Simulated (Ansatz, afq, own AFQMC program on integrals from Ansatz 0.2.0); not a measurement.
AFQMC on a folder of integrals that Ansatz 0.2.0 wrote.

```yaml
crystal:
  periodic: [false, false, false]
  atoms:
    - {symbol: B, position_ang: [0.000000, -0.138799, 1.515922]}
    - {symbol: Al, position_ang: [0.000000, 0.096806, -0.547327]}
    - {symbol: H, position_ang: [0.000000, -1.102664, -1.608146]}
basis:
  gaussian: {orbitals: 6-31G}
magnetization: {spin_polarized: true, initial_magnetization: 1}
correlation: {method: ccsd_t, electrons: outside_noble_gas, hamiltonian_folder: ham}
```

```sh
$ ansatz run in.yaml --threads 1 --pin off --events-out ev --progress --plain --max-ram 15360MiB --backend cuda --devices 0, --max-vram 18GiB
```

afq runs on the folder ham with

```
--method phaseless --trial cisd --walkers 4000 --populations 20 --least-time 60 --time-step 0.005 --steps-per-block 50 --equilibration-blocks 28 --max-blocks 4000 --target-error 0.00016 --factor-cut 1e-05 --start spin_pure --seed 3913 --release-times 0.24,0.51,0.99,1.62,2.4 --release-step 0.03 --release-every 3 --taylor-order 6
```

Times are imaginary, in 1/Eh. The walk had a cap of 122 s. With eight or more populations the least sampling time is a fifth of least-time, and the error comes from their spread.

afq prints:

```
orbitals 18  electrons 4 3  factors 108 of 296
reference energy -266.98194633 Eh
CCSD correlation -0.07647104 Eh in 23 cycles, weight of the determinant in the CISD state 0.8179
energy of the start -267.047676 Eh
 block  time / (1/Eh)  mean weight  energy / Eh
     1     0.250  0.9999  -267.050671
     2     0.500  0.9999  -267.053060
     3     0.750  1.0000  -267.055125
     4     1.000  1.0001  -267.056498
     5     1.250  1.0000  -267.057691
    10     2.500  1.0000  -267.061230
    15     3.750  1.0000  -267.062741
    20     5.000  0.9999  -267.063732
    25     6.250  0.9998  -267.063771
    30     7.500  1.0001  -267.064486
    35     8.750  1.0000  -267.064597
    40    10.000  1.0001  -267.063924
    45    11.250  1.0002  -267.064141
    47    11.750  1.0000  -267.065911
    50    12.500  0.9998  -267.064109
    55    13.750  1.0001  -267.063716
    60    15.000  1.0001  -267.064475
    65    16.250  1.0002  -267.064085
    70    17.500  1.0001  -267.064897
    75    18.750  1.0003  -267.064080
    78    19.500  0.9999  -267.063693
error from the spread of 20 populations
released: time / (1/Eh)  energy / Eh  error  mean overlap
  0.24  -267.064404  0.000107  1.0012
  0.51  -267.064568  0.000107  1.0016
  0.99  -267.064652  0.000094  1.0030
  1.62  -267.064922  0.000090  1.0043
  2.40  -267.065146  0.000106  1.0032
energy -267.064237 +/- 0.000140 Eh
(rows thinned)
```

The run passed its tests (sampling time, drift between the halves within three errors, error under three times the target), which doesn't prove that it has relaxed.

Against this walk (error 3.8 meV) on the same determinant: CCSD(T) 74.1 meV higher, CCSDT(Q) 18.0 meV lower, CCSDTQ 22.4 meV lower, full CI 23.7 meV lower. The error is statistical and leaves out the bias of the constraint. The determinant has ⟨S²⟩ = 1.66, so the low cluster orders mix in higher spin, while the walk starts as a pure doublet. The released energies are still falling (meV from the phaseless value at times in 1/Eh: -5 ± 3 at 0.24, -9 ± 3 at 0.51, -11 ± 3 at 0.99, -18.7 ± 2.4 at 1.62, -25 ± 3 at 2.40), so they give no level; they do show a bias of the constraint, and the last of them that isn't too noisy lies 1 meV below full CI. Full CI is exact here, so the walk's 24 meV above it is the walk's own error: the bias of the constraint with this trial. The determinant is a poor start (see the cautions), so the low cluster orders aren't to be relied on, and full CI is the sure value.

Cautions: constraint bias not in the error; strong correlation (T1 0.072, weight of the determinant 0.82, largest double 0.12); unrestricted determinant spin contaminated (⟨S²⟩ 1.66 against 0.75); the next higher spin lies close (full CI puts it 48 meV above).

The walk took 16 s on 1 × NVIDIA H100 80GB HBM3 with 2 threads of AMD EPYC 7R13 Processor (Zen 3), with other jobs on the host (the card was shared). The log's last line is the phaseless energy.

CCSDT and higher add their correlation energy to the determinant of the CCSD(T) run, since their own runs factorise the integrals more tightly (a shift of under 2 meV). A walk keeps the symmetry of its determinant, which the program's search chose and which needn't be the lowest solution, so a lower state of the same spin and another symmetry isn't excluded.
